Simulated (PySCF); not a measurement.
Dipole moment and polarisability across levels of theory

Compound: 1,4-dichlorobutane, C₄H₈Cl₂.
SMILES with atom numbers: `[Cl:1][CH2:2][CH2:3][CH2:4][CH2:5][Cl:6]` (hydrogens: H7, H8 on C2; H9, H10 on C3; H11, H12 on C4; H13, H14 on C5)

PySCF, dipoles from the SCF density, polarisabilities from static response with core orbitals frozen. Isolated species at its PBE0-D3(BJ)/def2-SVP geometry (one conformer only).

**Question.** Compare the levels for these properties.

**Answer.** 

```tsv
level	μ (D)	α (au)	anisotropy (au)
LDA/def2-SVPD	1.182	80.95	18.42
PBE/def2-SVPD	1.177	79.95	18.28
B3LYP/def2-SVPD	1.176	77.83	17.79
PBE0/def2-SVPD	1.198	77.03	17.48
BHandHLYP/def2-SVPD	1.200	75.24	17.26
HF/def2-SVPD	1.242	72.85	16.87
PBE0/6-31+G*	1.215	68.45	18.19
PBE0/aug-cc-pVDZ	1.182	77.65	18.10
```

The anisotropy is √(½[(α1 − α2)² + (α2 − α3)² + (α3 − α1)²]). The dipole runs from 1.18 D (B3LYP/def2-SVPD) to 1.24 D (HF/def2-SVPD). No reference polarisability is at hand; against PBE0 in the largest diffuse basis at hand (aug-cc-pVDZ) the other PBE0 rows deviate by 6-31+G* -12%, def2-SVPD -1%. In one basis (def2-SVPD) the functionals order the polarisability from HF (lowest) to LDA (highest), a spread of 11%.
